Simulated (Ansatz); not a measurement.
The first iterations of a band of C₂H (3 atoms, charge 1, multiplicity 1).

Method: UKS BHLYP/def2-SVP in Ansatz 0.2.0.

```json
{
  "movable images": "5",
  "climbing image": "yes",
  "spring": "5.0 eV/Å²",
  "optimiser": "quadratic models (default)",
  "start path": "through a guess of the saddle point",
  "force threshold": "0.05 eV/Å",
  "iteration limit": "60",
  "end points": "relaxed"
}
```

First end point:

```xyz
3
Properties=species:S:1:pos:R:3
C 0.410 -1.117 0.107
C -0.018 0.049 -0.005
H -0.392 1.068 -0.102
```

Last end point:

```xyz
3
Properties=species:S:1:pos:R:3
C -0.018 0.049 -0.005
C 0.410 -1.118 0.107
H -0.392 1.068 -0.102
```

| iteration | highest image above the first end (eV) | largest band force component (eV/Å) |
| --- | --- | --- |
| 1 | 47.118 | 196.442 |
| 2 | 11.401 | 83.813 |

Does the band converge within its limit, and where does its top end?

The forces met the threshold. It ended after 8 iterations with the highest image 1.466 eV above the first end. A vibrational analysis at the climbing image gives one clearly imaginary mode, 428i cm⁻¹: a first-order saddle point. Limits of this set-up: the dipole of an ion depends on the origin.

Run time: 30 s on 1 thread of Intel(R) Xeon(R) 6975P-C (Granite Rapids), with other jobs on the host, peak memory 0.1 GiB.
